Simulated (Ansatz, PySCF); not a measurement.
Species: PH2, charge 0, multiplicity 2. 
Structure (B3LYP-D3(BJ)/def2-TZVP (Ansatz, a program for electronic structure) minimum search):
```xyz
3

P      0.0052    -0.0015     0.1165
H     -0.0501     1.0329    -0.8596
H     -0.0274    -1.0099    -0.8876
```
Charge 0, spin multiplicity 2.

PBE beside other levels, property by property. Correlated levels leave the core frozen unless marked. UHF or UKS for open shells. Spin-orbit coupling is left out. Non-relativistic. Basis-set limits of correlation are two-point, X^-3; Hartree-Fock from the larger set (for Q and 5 zeta extrapolated as (X+1)exp(-9√X)). Rows marked 298 K are enthalpies with B3LYP-D3(BJ) harmonic zero-point and thermal terms from PySCF. Enthalpies of formation rest on the atoms' values in the G2/97 table (older ones for B and Si), with no core term in the frozen-core levels. Vertical energies are electronic, to the SCF solution reached for that spin. Anions need diffuse functions, of which def2-TZVPD holds fewer than the aug- sets. The coupled-cluster column (Ansatz) is a level with limits of its own: (a) CCSD(T)/CBS(aug-cc-pV(T+d)Z,aug-cc-pV(Q+d)Z); (b) CCSD(T)/CBS(cc-pV(Q+d)Z,cc-pV(5+d)Z).

```csv
property,PBE/def2-TZVPD (Ansatz),SVWN5/def2-TZVPD (Ansatz),r2SCAN-D4/def2-TZVPD (Ansatz + dftd4),B3LYP-D3(BJ)/def2-TZVPD (Ansatz + dftd3),coupled cluster,measured
enthalpy of formation at 298 K by atomisation (kcal/mol),31.5,12.5,30.6,26.7,32.1 (b),33.1
vertical electron affinity to the singlet (eV),0.98,1.24,0.92,1.01,1.26 (a),-
```

Measured values: G2/97 table in ASE (Curtiss et al.); they hold spin-orbit effects, which all levels lack, and core correlation, which the frozen-core levels lack. This is an older compilation, not checked against later work.

As the rows show:
- enthalpy of formation at 298 K by atomisation: PBE lies 1.6 kcal/mol below the measured value.
- vertical electron affinity to the singlet: PBE lies 0.28 eV below coupled cluster.
